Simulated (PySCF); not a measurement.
## Electron detachment from `[BH2-]F` ([BFH2]-•)

Parent: `[BH2-]F` ([BFH2]-•, doublet). Non-hydrogen atoms are numbered in `[BH2-:1][F:2]`.

Energies: ωB97X-D3(BJ)/ma-def2-TZVP (PySCF, density fitting, integration grid level 2) on PBE0-D3(BJ)/ma-def2-SVP structures. The prefix ma- adds one diffuse s and one diffuse p function on all atoms but H. Thermal corrections: PBE0-D3(BJ)/ma-def2-SVP frequencies, unscaled, ideal gas at 298.15 K and 1 bar, quasi-RRHO entropy.

Frontier levels of the parent: HOMO 0.35 eV, LUMO 4.00 eV.

Oxidation to the singlet neutral:
* Vertical detachment energy (electronic): -0.35 eV
* Adiabatic detachment energy (with zero-point energy): -0.46 eV
* Adiabatic, electronic part: -0.56 eV
* Vertical gap at the product's structure: -0.60 eV
* Inner reorganisation energy (four-point): 256 meV
* Relaxation of product / of parent: 210 / 46 meV
* Largest changes of atomic charge: B1 0.79, F2 0.14
* Distances that move most (Å): B1–F2 1.401 → 1.321; B1–H 1.224 → 1.208; B1–H 1.224 → 1.208

Vertical detachment energy to the triplet neutral: 5.19 eV. This state was not relaxed.

Caveats: the parent anion holds its electron weakly or not at all, so the values hang on the basis; the split of the reorganisation energy is sensitive to the structures, which come from another level (PBE0-D3(BJ)/ma-def2-SVP).

Hardware: 1 thread of Intel Xeon @ 2.80GHz, shared with other jobs. Command: `OMP_NUM_THREADS=1 python redox_run.py task.json out`. Structures, frequencies and single points: 34 s.
